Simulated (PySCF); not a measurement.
Molecule: 1,3,4-Oxadiazole (c1nnco1, C₂H₂N₂O).

Numbering as in the mapped SMILES `[cH:1]1[n:2][n:3][cH:4][o:5]1`. Hydrogens are named by the atom that carries them.

Spin–spin couplings on one PBE0-D3(BJ)/def2-SVP geometry, PySCF 2.14, gas phase, non-relativistic, equivalent pairs averaged; isotopes ¹³C, ¹H, ¹⁷O, ¹⁵N; functional B3LYP.

Task: How do the couplings (Hz) change with the basis set? Times are CPU seconds on shared hosts with different chips, so compare them loosely. Far from the basis limit: 6-31G-J, pcJ-0, 6-31G*, def2-TZVP, cc-pVTZ.

Result: 
```
    basis set  functions  ¹J(C1,H(C1))  ¹J(C1,O5)  ¹J(N2,N3)  ¹J(C1,N2)  ²J(O5,H(C1))  ²J(N2,H(C1))  ²J(C1,C4)  core-s
      6-31G-J         68         262.3       44.8      -30.7       16.8         -29.6         -16.5       10.4     5.3
        pcJ-0         71         223.1       43.0      -29.3       21.6         -24.2         -13.0        4.1     5.2
       6-31G*         74         225.0       16.9      -17.2       -2.1         -21.7         -10.4        3.3     3.8
        pcJ-1        155         245.7       32.3      -22.5        6.0         -27.0         -15.1        9.8      18
    def2-TZVP        167         233.6       34.7      -24.5        7.7         -26.3         -15.0       10.0      10
      cc-pVTZ        178         219.3       30.7      -22.1       -0.3         -23.0         -13.6        6.8      11
aug-cc-pVTZ-J        270         250.0       32.8      -23.2        6.3         -28.0         -15.8        9.8      35
        pcJ-2        303         247.1       32.5      -22.9        6.3         -27.7         -15.6        9.8      44
```

The Fermi-contact term samples the wavefunction at the nucleus, which is why sets with added tight s functions (names with J) are made for couplings.
